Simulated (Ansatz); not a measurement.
Geometry optimisation, UKS CAM-B3LYP-D4/def2-SVP (Ansatz).

Input:

```yaml
crystal:
  periodic: [false, false, false]
  atoms:
    - { symbol: B, position_ang: [0.0, 0.0, -0.356936] }
    - { symbol: H, position_ang: [0.0, 0.0, 2.028076] }
    - { symbol: H, position_ang: [1.098681, 0.0, -0.838195] }
    - { symbol: H, position_ang: [-1.098681, 0.0, -0.838195] }
    - { symbol: Cl, position_ang: [0.0, 0.0, 3.365251] }
magnetization:
  spin_polarized: true
  initial_magnetization: 1
basis:
  gaussian: { orbitals: def2-SVP }
hamiltonian:
  xc: cam_b3lyp
  dispersion: d4
relax:
  f_tol: 0.03
  max_steps: 50
output:
  orbitals: {}
```

Launched with:

```bash
$ ansatz run input.yaml --threads 1 --pin off --max-ram 2048MiB --backend cpu --events-out ev --progress --plain --runs-dir out
```

**Question.** Where does it end, and by what steps?

**Answer.** The forces met the threshold. After 10 steps the energy has fallen by 0.302 eV; H2 moved furthest, 0.77 Å. Parted: H2–Cl5 (1.34 → 1.92 Å). Joined: B1–H2 (2.39 → 1.24 Å).

| step | energy less start (eV) | largest force component (eV/Å) | accepted |
| --- | --- | --- | --- |
| 0 | 0.0000 | 0.981 | yes |
| 1 | -0.0465 | 0.100 | yes |
| 2 | -0.0530 | 0.543 | yes |
| 3 | -0.0573 | 0.389 | yes |
| 4 | -0.0873 | 0.591 | yes |
| 5 | -0.1231 | 0.658 | yes |
| 6 | -0.1810 | 1.942 | yes |
| 7 | -0.2320 | 0.626 | yes |
| 8 | -0.2872 | 0.486 | yes |
| 9 | -0.2997 | 0.320 | yes |
| 10 | -0.3024 | 0.023 | yes |

```xyz
5
Properties=species:S:1:pos:R:3
B 0.000 0.000 0.015
H 0.000 0.000 1.254
H 1.063 0.000 -0.543
H -1.063 0.000 -0.543
Cl 0.000 0.000 3.176
```

Whether the end is a true minimum wasn't checked by a vibrational analysis.

Run time: 20 s on 1 thread of Arm Neoverse V1 (shared host), peak memory 0.12 GiB.
